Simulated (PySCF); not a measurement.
**Building multiplets from coupling constants**

Molfile (atoms numbered from 1):
```
C4H3NO
     RDKit          3D

  9  8  0  0  0  0  0  0  0  0999 V2000
   -1.6291   -0.1335    0.0455 C   0  0  0  0  0  0  0  0  0  0  0  0
   -0.4101    0.3247   -0.2199 C   0  0  0  0  0  0  0  0  0  0  0  0
    0.7846   -0.3929    0.2677 C   0  0  0  0  0  0  0  0  0  0  0  0
    0.7730   -1.4109    0.9187 O   0  0  0  0  0  0  0  0  0  0  0  0
    2.0242    0.2652   -0.1249 C   0  0  0  0  0  0  0  0  0  0  0  0
    2.9837    0.7995   -0.4464 N   0  0  0  0  0  0  0  0  0  0  0  0
   -2.5198    0.3660   -0.2945 H   0  0  0  0  0  0  0  0  0  0  0  0
   -1.7545   -1.0373    0.6213 H   0  0  0  0  0  0  0  0  0  0  0  0
   -0.2383    1.2251   -0.7927 H   0  0  0  0  0  0  0  0  0  0  0  0
  1  2  2  0
  2  3  1  0
  3  4  2  0
  3  5  1  0
  5  6  3  0
  1  7  1  0
  1  8  1  0
  2  9  1  0
M  END
```

[PySCF 2.14: geometry: GFN2-xTB; J: B3LYP/pcJ-1; shielding tensors at PBE0/pcSseg-1 (GIAO); one computed conformer; relativity neglected; no solvent]

Referencing at the same level of theory: $^{13}$C (σref 186.93) and $^{1}$H (σref 31.72) against TMS.

Spectrometer: 400 MHz for $^{1}$H. First-order analysis; couplings under 1 Hz (under 4 Hz in carbon signals) are ignored, and nearly equal couplings are merged; the smaller ones broaden or split the lines further.

**Question.** What pattern does C1 show in the proton-coupled $^{13}$C spectrum?

**Answer.** A triplet at δ 144.7: 170.3 Hz to H7 and H8 (2 × $^{1}$H, 1 bond away). Lines in Hz from the centre (relative intensity): +170.3 (1), +0.0 (2), -170.3 (1). The outer lines are 340.6 Hz apart, the sum of the couplings kept, or 3.386 ppm at this field.

**Question.** What pattern does H7 show ($^{1}$H)?

**Answer.** A doublet at δ 6.52: 11.4 Hz to H9 (1 × $^{1}$H, 3 bonds away). Lines in Hz from the centre (relative intensity): +5.7 (1), -5.7 (1). The outer lines are 11.4 Hz apart, the sum of the couplings kept, or 0.029 ppm at this field.

**Question.** What pattern does H9 show ($^{1}$H)?

**Answer.** A doublet of doublets at δ 6.93: 18.5 Hz to H8 (1 × $^{1}$H, 3 bonds away), 11.4 Hz to H7 (1 × $^{1}$H, 3 bonds away). Lines in Hz from the centre (relative intensity): +14.9 (1), +3.5 (1), -3.5 (1), -14.9 (1). The outer lines are 29.9 Hz apart, the sum of the couplings kept, or 0.075 ppm at this field.

**Question.** What pattern does C2 show in the proton-coupled $^{13}$C spectrum?

**Answer.** A doublet of doublets at δ 142.4: 172.4 Hz to H9 (1 × $^{1}$H, 1 bond away), 4.1 Hz to H8 (1 × $^{1}$H, 2 bonds away). Lines in Hz from the centre (relative intensity): +88.2 (1), +84.2 (1), -84.2 (1), -88.2 (1). The outer lines are 176.5 Hz apart, the sum of the couplings kept, or 1.755 ppm at this field.

Unscaled 3J(H,H) at this level run about 10 % above measured values.
